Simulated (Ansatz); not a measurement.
C2H3ClFN, SMILES `C/N=C(\F)Cl`. The species carries charge 0 and has multiplicity 1. The structure was optimised at the PBE0-D4/def2-TZVP level.

```xyz
8

C     0.618    0.305    0.872
N    -0.066   -0.713    0.111
C    -0.677   -0.433   -0.925
F    -0.792    0.782   -1.466
Cl   -1.509   -1.585   -1.877
H     0.213    0.307    1.886
H     0.540    1.310    0.451
H     1.671    0.028    0.949
```

Q: What is the dipole moment at B3LYP/def2-TZVPP? (Best estimate.)

A: The calculation gave: 1.30 D, with components (0.60, 0.95, 0.66) D in this frame, pointing from negative to positive charge.

Q: And with PBE, r2SCAN, ωB97M-V? (Best estimate.)

A: The calculation gave: PBE 1.30 D, r2SCAN 1.34 D, ωB97M-V 1.29 D.

Q: Give the Mulliken charges with B3LYP, PBE, ωB97M-V in def2-TZVPP. (Estimate.)

A: Ansatz gave: 
```
atom  B3LYP    PBE  ωB97M-V
  C1  -0.14  -0.15    -0.20
  N2  -0.18  -0.15    -0.19
  C3   0.22   0.15     0.20
  F4  -0.17  -0.13    -0.16
 Cl5  -0.03  -0.03     0.00
  H6   0.11   0.11     0.13
  H7   0.09   0.08     0.11
  H8   0.11   0.11     0.13
```

B3LYP here is the variant with VWN-RPA as its local correlation; programs differ in this.
